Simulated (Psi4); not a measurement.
# CH3OSi (SMILES O=C[SiH2]): UHF/3-21G

Aim: the vertical ionisation energy of CH3OSi at UHF/3-21G, from 2 runs. The job is set up through a Python script.

The results are computed with Psi4 1.11.

1 further run of the same task is left out (set aside as unsound or not needed).

## 1. Starting point

CH3OSi has 6 atoms, charge 0, and is taken as a doublet. As SMILES, `O=C[SiH2]`. Geometry: relaxed at GFN2-xTB.

Bond lengths: O1–C2 1.230 Å, C2–Si3 1.846 Å, C2–H4 1.110 Å, Si3–H5 1.452 Å, Si3–H6 1.448 Å. Angles: O1–C2–Si3 124.1°, O1–C2–H4 119.3°, Si3–C2–H4 116.7°, C2–Si3–H5 118.9°, C2–Si3–H6 122.6°, H5–Si3–H6 118.6°.

## 2. The energy at UHF/3-21G

The input, ch3osi.py:

```python
import psi4

psi4.set_memory(1600000000)
psi4.set_num_threads(1)
psi4.set_output_file('output.dat', False)

molecule = psi4.geometry("""
0 2
O
C 1 1.22987
Si 2 1.846065 1 124.06302
H 2 1.109664 1 119.28339 3 -179.94936
H 3 1.452069 2 118.85101 4 -0.02165
H 3 1.448008 5 118.5852 2 -179.86538
symmetry c1
""")

options = {'basis': '3-21G', 'reference': 'uhf', 'puream': True, 'e_convergence': 1e-09, 'd_convergence': 1e-08, 'scf_type': 'pk', 'maxiter': 200}
psi4.set_options(options)

e = psi4.energy('hf')
print(f'hf energy: {e:.10f} Eh')
for k, v in sorted(psi4.core.scalar_variables().items()):
    print(f'{k:45s} {v:18.10f}')
```

Command:

```sh
$ python ch3osi.py
```

output.dat:

```text
[...]
  Running in c1 symmetry.
[...]
  Nuclear repulsion =   89.590703919207044
[...]
  Multiplicity = 2
[...]
  Nalpha       = 16
  Nbeta        = 15
[...]
    Number of basis functions: 37
[...]
   @UHF iter   1:  -401.05478113506109   -7.60075e-01   1.03495e-02 DIIS/ADIIS
[...]
   @UHF iter  18:  -401.16151030704117   -1.13687e-12   9.15993e-09 DIIS
[...]
   @S^2 Observed:                9.697287314E-01
[...]
    Orbital Energies [Eh]
    ---------------------
    Alpha Occupied:
       1A    -68.304101     2A    -20.499063     3A    -11.259624
       4A     -6.120583     5A     -4.222607     6A     -4.214924
       7A     -4.214532     8A     -1.436240     9A     -0.860900
      10A     -0.734705    11A     -0.659642    12A     -0.604895
      13A     -0.598984    14A     -0.511394    15A     -0.413297
      16A     -0.312610
    Alpha Virtual:
      17A      0.151575    18A      0.165254    19A      0.191426
      20A      0.218169    21A      0.321552    22A      0.394114
      23A      0.459403    24A      0.469761    25A      0.564016
[...]
  @UHF Final Energy:  -401.16151030704117
   => Energetics <=
    Nuclear Repulsion Energy =             89.5907039192070442
    One-Electron Energy =                -732.1711836316337667
    Two-Electron Energy =                 241.4189694053855533
    Total Energy =                       -401.1615103070411692
  UHF NO Occupations:
  HONO-2 :   14  A 1.9946391
  HONO-1 :   15  A 1.8938847
[...]
 Multipole Moments:
 ------------------------------------------------------------------------------------
     Multipole            Electronic (a.u.)      Nuclear  (a.u.)        Total (a.u.)
 ------------------------------------------------------------------------------------
 L = 1.  Multiply by 2.5417464519 to convert [e a0] to [Debye]
 Dipole X            :          0.0028950           -0.0034384           -0.0005434
 Dipole Y            :          0.7586006           -0.8973604           -0.1387598
 Dipole Z            :         -1.7286181            2.6669150            0.9382969
 Magnitude           :                                                    0.9485018
[...]
```

On the terminal:

```text
hf energy: -401.1615103070 Eh
CURRENT ENERGY                                   -401.1615103070
CURRENT REFERENCE ENERGY                         -401.1615103070
DD SOLVATION ENERGY                                 0.0000000000
HF KINETIC ENERGY                                 400.8037921165
HF POTENTIAL ENERGY                              -801.9653024236
HF TOTAL ENERGY                                  -401.1615103070
HF VIRIAL RATIO                                     2.0008925020
NUCLEAR REPULSION ENERGY                           89.5907039192
ONE-ELECTRON ENERGY                              -732.1711836316
PCM POLARIZATION ENERGY                             0.0000000000
PE ENERGY                                           0.0000000000
SCF ITERATION ENERGY                             -401.1615103070
SCF ITERATIONS                                     18.0000000000
SCF TOTAL ENERGY                                 -401.1615103070
TWO-ELECTRON ENERGY                               241.4189694054
```

Run time: 1.3 s. Hardware: 1 thread of Intel Xeon 6975P-C (Granite Rapids), shared host; peak memory 0.18 GiB.

## 3. The singlet cation: energy and forces at HF/3-21G

The input, ch3osi.py:

```python
import psi4

psi4.set_memory('1600 MB')
psi4.set_num_threads(1)
psi4.set_output_file('ch3osi.out', False)

geom = psi4.geometry("""
1 1
O
C 1 1.22987
Si 2 1.846065 1 124.06302
H 2 1.109664 1 119.28339 3 -179.94936
H 3 1.452069 2 118.85101 4 -0.02165
H 3 1.448008 5 118.5852 2 -179.86538
units angstrom
symmetry c1
no_reorient
no_com
""")

psi4.set_options(dict(basis='3-21G', reference='rhf', puream=True, e_convergence=1e-09, d_convergence=1e-08, scf_type='pk'))

energy_value, wavefunction = psi4.gradient('scf', return_wfn=True)
print('gradient / Eh bohr^-1')
print(energy_value.np.round(6))
print(f'energy = {wavefunction.energy():.10f} Eh')
```

Command:

```sh
$ python ch3osi.py
```

ch3osi.out:

```text
[...]
  Running in c1 symmetry.
[...]
  Nuclear repulsion =   89.590703919207044
[...]
  Multiplicity = 1
[...]
  Nalpha       = 15
  Nbeta        = 15
[...]
    Number of basis functions: 37
[...]
   @RHF iter   1:  -400.77833900785203   -4.83633e-01   1.02000e-02 DIIS/ADIIS
[...]
   @RHF iter  13:  -400.86808684869834   -3.29692e-12   5.88532e-09 DIIS
[...]
    Orbital Energies [Eh]
    ---------------------
    Doubly Occupied:
       1A    -68.627742     2A    -20.737446     3A    -11.504996
       4A     -6.438024     5A     -4.531926     6A     -4.531563
       7A     -4.531408     8A     -1.636419     9A     -1.107635
      10A     -0.968799    11A     -0.881848    12A     -0.836835
      13A     -0.772650    14A     -0.739170    15A     -0.641667
[...]
  @RHF Final Energy:  -400.86808684869834
   => Energetics <=
    Nuclear Repulsion Energy =             89.5907039192070442
    One-Electron Energy =                -723.9413301570260728
    Two-Electron Energy =                 233.4825393891206886
    Total Energy =                       -400.8680868486983400
[...]
 Multipole Moments:
 ------------------------------------------------------------------------------------
     Multipole            Electronic (a.u.)      Nuclear  (a.u.)        Total (a.u.)
 ------------------------------------------------------------------------------------
 L = 1.  Multiply by 2.5417464519 to convert [e a0] to [Debye]
 Dipole X            :          0.0042280           -0.0034384            0.0007896
 Dipole Y            :         -0.1876647           -0.8973604           -1.0850252
 Dipole Z            :         -0.5595169            2.6669150            2.1073981
 Magnitude           :                                                    2.3703179
[...]
  -Total Gradient:
     Atom            X                  Y                   Z
    ------   -----------------  -----------------  -----------------
       1       -0.000020823618     0.012955474777    -0.029880216887
       2        0.000034480804    -0.056157733098     0.032329108867
       3        0.000101444629     0.023945836864    -0.008322024932
       4       -0.000035651812     0.015911120089     0.006753895691
       5       -0.000043170963    -0.002247436933    -0.005011995943
       6       -0.000036279040     0.005592738302     0.004131233202
[...]
```

Standard output:

```text
gradient / Eh bohr^-1
[[-2.1000e-05  1.2955e-02 -2.9880e-02]
 [ 3.4000e-05 -5.6158e-02  3.2329e-02]
 [ 1.0100e-04  2.3946e-02 -8.3220e-03]
 [-3.6000e-05  1.5911e-02  6.7540e-03]
 [-4.3000e-05 -2.2470e-03 -5.0120e-03]
 [-3.6000e-05  5.5930e-03  4.1310e-03]]
energy = -400.8680868487 Eh
```

It took 1.2 s on 1 thread of Intel Xeon 6975P-C (Granite Rapids), shared host; peak memory 0.18 GiB.

## 4. What came out

Level: UHF/3-21G.

| quantity | value |
| --- | --- |
| doublet CH3OSi: total energy | -401.16151 Eh |
| doublet CH3OSi: dipole moment | 2.41 D |
| doublet CH3OSi: HOMO energy (highest over α and β) | -8.51 eV |
| doublet CH3OSi: LUMO energy (lowest over α and β) | 1.26 eV |
| doublet CH3OSi: ⟨S²⟩ | 0.970 |
| singlet cation: total energy | -400.86809 Eh |
| singlet cation: HOMO energy | -17.46 eV |
| singlet cation: LUMO energy | -7.16 eV |
| singlet cation: HOMO–LUMO gap | 10.31 eV |
| singlet cation: largest force on an atom | 3.332 eV/Å |
| vertical ionisation energy (to the singlet cation) | 7.984 eV |

The vertical ionisation energy comes to 7.98 eV (184 kcal/mol). Only the singlet of the ionised species was computed; a triplet could lie lower. ⟨S²⟩ (doublet CH3OSi) is 0.97 where a pure doublet has 0.75: the reference is spin-contaminated.
